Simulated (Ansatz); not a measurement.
## Relaxing Co2IrN3

Theory: Ansatz, DFT PBE, scalar-relativistic, plane waves, PAW. Cutoff 420 eV, Γ-centred k mesh, Gaussian smearing, no spin polarisation in the final step.

The start puts Co2IrN3 on the MAX phase (312) structure type (P6_3/mmc, No. 194), with Ir in place of Si, Co in place of C, N in place of Ti, at a guessed volume.

```
CELL_PARAMETERS angstrom
2.78177 0.00000 0.00000
-1.39089 2.40909 0.00000
0.00000 0.00000 16.03824
ATOMIC_POSITIONS crystal
Co 0.33333 0.66667 0.92800
Co 0.66667 0.33333 0.42800
Co 0.66667 0.33333 0.07200
Co 0.33333 0.66667 0.57200
Ir 0.00000 0.00000 0.25000
Ir 0.00000 0.00000 0.75000
N 0.00000 0.00000 0.50000
N 0.00000 0.00000 0.00000
N 0.33333 0.66667 0.36500
N 0.66667 0.33333 0.86500
N 0.66667 0.33333 0.63500
N 0.33333 0.66667 0.13500
```

Steps on the 6×6×1 mesh (12 atoms). 6 of 9 steps are shown, and the free energy counts from the last. Trial steps that were taken back and renewals of the plane-wave basis can be among the rows.

```
step  ΔF (meV/atom) V (Å³/atom) P (GPa) largest force component (eV/Å)
   1           19.9         8.96     4.50                           0.618
   2            8.6         8.96     3.20                           0.499
   3            1.2         9.05    -0.93                           0.145
   4            0.8         9.03     0.21                           0.088
   7            0.0         9.06     0.13                           0.013
   9            0.0         9.07    -0.02                           0.002
```

A final relaxation ran on a 18×18×4 mesh. The relaxed crystal, P6_3/mmc (No. 194):

Space group P6_3/mmc (No. 194). a = 2.750 Å, b = 2.750 Å, c = 16.732 Å, α = 90.00°, β = 90.00°, γ = 120.00°
```tsv
atom	site	symmetry	x	y	z
Co	4f	3m.	0.3333	0.6667	0.9236
Ir	2b	-6m2	0.0000	0.0000	0.2500
N	2a	-3m.	0.0000	0.0000	0.5000
N	4f	3m.	0.3333	0.6667	0.3642
```

- Volume per atom: 9.13 Å³
- Density: 10.67 g/cm³
- Energy over the elements: 0.89 eV/atom
- Gap on the 18×18×4 mesh: 0 eV (a metal)

The zero of energy is the elements' standard structures at the same level (N₂ as a molecule); no fitted shifts are applied.

The final run used a 18×18×4 mesh on its 12-atom cell and 0.10 eV smearing. The k mesh leaves about 4 meV/atom of noise in metals. Spin–orbit coupling is left out.

Symmetry constrained the relaxation, so the result can be a saddle point.

Cost: 3 runs of about 8.1 core-minutes in all, on Arm Neoverse V1 (shared hosts).